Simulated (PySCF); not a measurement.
# B2PLYP/STO-6G run of SiH4S (sulfanylsilane)

What is the energy change on altering one bond length of SiH4S (sulfanylsilane) at B2PLYP/STO-6G? The job is set up through a Python script.

The calculation is run with PySCF 2.14.0.

6 further runs of the same task are left out: 6 set aside as unsound or not needed.

**1. The molecule**

SiH4S has 6 atoms, charge 0, and is taken as a singlet. SMILES: `[SiH3]S`. The coordinates come from a PBE0-D4/def2-TZVP relaxation.

Bond lengths: Si1–S2 2.137 Å, Si1–H3 1.485 Å, Si1–H4 1.482 Å, Si1–H5 1.485 Å, S2–H6 1.344 Å. Angles: Si1–S2–H6 94.7°, S2–Si1–H3 111.6°, S2–Si1–H4 104.8°, S2–Si1–H5 111.6°, H3–Si1–H4 110.0°, H3–Si1–H5 108.8°, H4–Si1–H5 110.0°.

**2. A single-point energy at B2PLYP/STO-6G**

input.py

```python
# [SiH3]S
from pyscf import gto, dft, mp

mol = gto.M(
    atom='''
Si    -0.320875    -0.497754    -0.823921
S      1.714549    -0.023811     2.632011
H     -3.079876    -0.140407    -0.456558
H      0.205224    -3.133733    -1.610992
H      0.566540     1.287281    -2.798873
H      0.994185     2.387291     2.971216
''',
    max_memory=1860,
    unit='bohr',
    basis='sto-6g',
    verbose=3,
    charge=0,
)

ks = dft.RKS(mol)
ks.xc = '0.53*HF + 0.47*B88, 0.73*LYP'
ks.conv_tol = 1e-10
ks.grids.level = 5
ks.kernel()
if not ks.converged:
    ks = ks.newton().run(ks.mo_coeff, ks.mo_occ)

pt = mp.MP2(ks, frozen=10).run()
etot = ks.e_tot + 0.27 * pt.e_corr
print('PT2 part  %.8f' % (0.27 * pt.e_corr))
print('E(%s) = %.9f' % ('B2PLYP', etot))
```

Launch:

```sh
$ OMP_NUM_THREADS=1 python input.py
```

The program printed:

```text
converged SCF energy = -687.291047037525
E(RMP2) = -687.374997381021  E_corr = -0.0839503434962202
E(SCS-RMP2) = -687.388417688238  E_corr = -0.0973706507130846
PT2 part  -0.02266659
E(B2PLYP) = -687.313713630
```

Wall time 3.6 s (1 thread of Arm Neoverse V2, shared host); peak memory 0.21 GiB.

**3. The distorted shape**

input.xyz

```xyz
6
H4SSi
Si     0.998245    -0.414686    -0.591526
S      2.075345    -0.163886     1.237274
H     -1.629800    -0.074300    -0.241600
H      1.276645    -1.809586    -1.008026
H      1.467845     0.529914    -1.636626
H      1.694145     1.112014     1.416774
```

job.py

```python
from pyscf import gto, dft, mp

mol = gto.M(
    atom='input.xyz',
    max_memory=1860,
    charge=0,
    basis='sto-6g',
    verbose=4,
)

calc0 = dft.RKS(mol, xc='0.53*HF + 0.47*B88, 0.73*LYP')
calc0.conv_tol = 1e-10
calc0.grids.level = 5
calc0.kernel()
if not calc0.converged:
    calc0 = calc0.newton().run(calc0.mo_coeff, calc0.mo_occ)

pt = mp.MP2(calc0, frozen=10).run()
etot = calc0.e_tot + 0.27 * pt.e_corr
print('PT2 part  %.8f' % (0.27 * pt.e_corr))
print('Final energy', etot)
```

Launch:

```sh
$ OMP_NUM_THREADS=1 python job.py
```

The program printed:

```text
PySCF version 2.14.0

[INPUT] num. atoms = 6
[INPUT] num. electrons = 34
[INPUT] charge = 0
[INPUT] spin (= nelec alpha-beta = 2S) = 0
[INPUT] symmetry False subgroup None
[INPUT] Mole.unit = angstrom
[INPUT] Symbol           X                Y                Z      unit          X                Y                Z       unit  Magmom
[INPUT]  1 Si     0.998245000000  -0.414686000000  -0.591526000000 AA    1.886409655216  -0.783642967691  -1.117822135559 Bohr   0.0
[INPUT]  2 S      2.075345000000  -0.163886000000   1.237274000000 AA    3.921833663985  -0.309699655650   2.338109001045 Bohr   0.0
[INPUT]  3 H     -1.629800000000  -0.074300000000  -0.241600000000 AA   -3.079875637816  -0.140406651055  -0.456557831695 Bohr   0.0
[INPUT]  4 H      1.276645000000  -1.809586000000  -1.008026000000 AA    2.412509408295  -3.419621938847  -1.904893066441 Bohr   0.0
[INPUT]  5 H      1.467845000000   0.529914000000  -1.636626000000 AA    2.773825043312   1.001392329573  -3.092774908342 Bohr   0.0
[INPUT]  6 H      1.694145000000   1.112014000000   1.416774000000 AA    3.201470065301   2.101401906682   2.677314840405 Bohr   0.0

nuclear repulsion = 86.1731181462058
number of shells = 14
number of NR pGTOs = 132
number of NR cGTOs = 22
basis = sto-6g
ecp = {}

******** <class 'pyscf.dft.rks.RKS'> ********
method = RKS
initial guess = minao
damping factor = 0
level_shift factor = 0
DIIS = <class 'pyscf.scf.diis.CDIIS'>
diis_start_cycle = 1
diis_space = 8
diis_damp = 0
SCF conv_tol = 1e-10
SCF conv_tol_grad = None
SCF max_cycles = 50
direct_scf = True
direct_scf_tol = 1e-13
XC library pyscf.dft.libxc version 7.0.0
    S. Lehtola, C. Steigemann, M. J.T. Oliveira, and M. A.L. Marques.,  SoftwareX 7, 1–5 (2018)
XC functionals = 0.53*HF + 0.47*B88, 0.73*LYP
    A. D. Becke.,  Phys. Rev. A 38, 3098 (1988)
    C. Lee, W. Yang, and R. G. Parr.,  Phys. Rev. B 37, 785 (1988)
    B. Miehlich, A. Savin, H. Stoll, and H. Preuss.,  Chem. Phys. Lett. 157, 200 (1989)
radial grids:
    Treutler-Ahlrichs [JCP 102, 346 (1995); DOI:10.1063/1.469408] (M4) radial grids

becke partition: Becke, JCP 88, 2547 (1988); DOI:10.1063/1.454033
pruning grids: <function nwchem_prune>
grids dens level: 5
symmetrized grids: False
atomic radii adjust function: <function treutler_atomic_radii_adjust>
small_rho_cutoff = 0
Set gradient conv threshold to 1e-05
Initial guess from minao.
tot grids = 180760
init E= -686.631774095976
  HOMO = -0.206095921922731  LUMO = -0.0555217251704131  gap/eV = 4.09733
cycle= 1 E= -687.003929230341  delta_E= -0.372  |g|= 0.349  |ddm|= 2.64
  HOMO = -0.125951055154481  LUMO = 0.0860209033543902  gap/eV = 5.76805
cycle= 2 E= -686.941471123567  delta_E= 0.0625  |g|= 0.429  |ddm|=  1.8
  HOMO = -0.152257224625982  LUMO = 0.0488190575631904  gap/eV = 5.47156
cycle= 3 E= -687.076236633237  delta_E= -0.135  |g|= 0.0858  |ddm|= 1.28
  HOMO = -0.151802787370551  LUMO = 0.0591163956327779  gap/eV = 5.73940
cycle= 4 E= -687.081730301604  delta_E= -0.00549  |g|= 0.00796  |ddm|= 0.249
  HOMO = -0.158365738380344  LUMO = 0.0584024462388285  gap/eV = 5.89856
cycle= 5 E= -687.081776305619  delta_E= -4.6e-05  |g|= 0.00238  |ddm|= 0.0283
  HOMO = -0.157989907446016  LUMO = 0.05924013352101  gap/eV = 5.91113
cycle= 6 E= -687.081781496573  delta_E= -5.19e-06  |g|= 0.000186  |ddm|= 0.00761
  HOMO = -0.157942365622704  LUMO = 0.0591423787745473  gap/eV = 5.90718
cycle= 7 E= -687.081781546668  delta_E= -5.01e-08  |g|= 3.92e-05  |ddm|= 0.000843
  HOMO = -0.157941524152169  LUMO = 0.0591407561300518  gap/eV = 5.90711
cycle= 8 E= -687.081781549284  delta_E= -2.62e-09  |g|= 7.23e-06  |ddm|= 0.000226
  HOMO = -0.157945721117999  LUMO = 0.0591427128618397  gap/eV = 5.90728
cycle= 9 E= -687.08178154935  delta_E= -6.64e-11  |g|= 1.46e-06  |ddm|= 3.84e-05
  HOMO = -0.157945692744949  LUMO = 0.0591427106089314  gap/eV = 5.90728
Extra cycle  E= -687.08178154935  delta_E= -1.14e-13  |g|= 1.8e-06  |ddm|= 8.6e-06
converged SCF energy = -687.08178154935

******** <class 'pyscf.mp.mp2.RMP2'> ********
nocc = 7, nmo = 12
frozen orbitals 10
E(RMP2) = -687.242958831314  E_corr = -0.161177281964057
E(SCS-RMP2) = -687.268040925875  E_corr = -0.186259376525149
E_corr(same-spin) = -0.00825387903659885
E_corr(oppo-spin) = -0.152923402927458
PT2 part  -0.04351787
Final energy -687.1252994154805
```

It took 3.9 s on 1 thread of Arm Neoverse V2, shared host; peak memory 0.21 GiB.

**4. What came out**

At B2PLYP/STO-6G, 10 core orbitals frozen:

| quantity | value |
| --- | --- |
| first shape: total energy | -687.31371 Eh |
| first shape: dipole moment (SCF part) | 1.08 D |
| first shape: HOMO energy (SCF part's orbitals) | -5.00 eV |
| first shape: LUMO energy (SCF part's orbitals) | 7.73 eV |
| first shape: HOMO–LUMO gap (SCF part's orbitals) | 12.73 eV |
| distorted shape: total energy | -687.12530 Eh |
| distorted shape: dipole moment (SCF part) | 1.20 D |
| distorted shape: HOMO energy (SCF part's orbitals) | -4.30 eV |
| distorted shape: LUMO energy (SCF part's orbitals) | 1.61 eV |
| distorted shape: HOMO–LUMO gap (SCF part's orbitals) | 5.91 eV |
| energy change with the Si1–H3 bond stretched from 1.485 to 2.673 Å | 5.127 eV |

**Reading.** With the Si1–H3 bond stretched from 1.485 to 2.673 Å the energy rises by 5.13 eV (118 kcal/mol). The first shape isn't relaxed at this level, so the change isn't measured from a minimum. A restricted reference can't describe the breaking bond well at this length. The minimal basis adds a large error of its own. Mulliken charges (first shape) run from -0.14 on H3 to +0.54 on Si1.
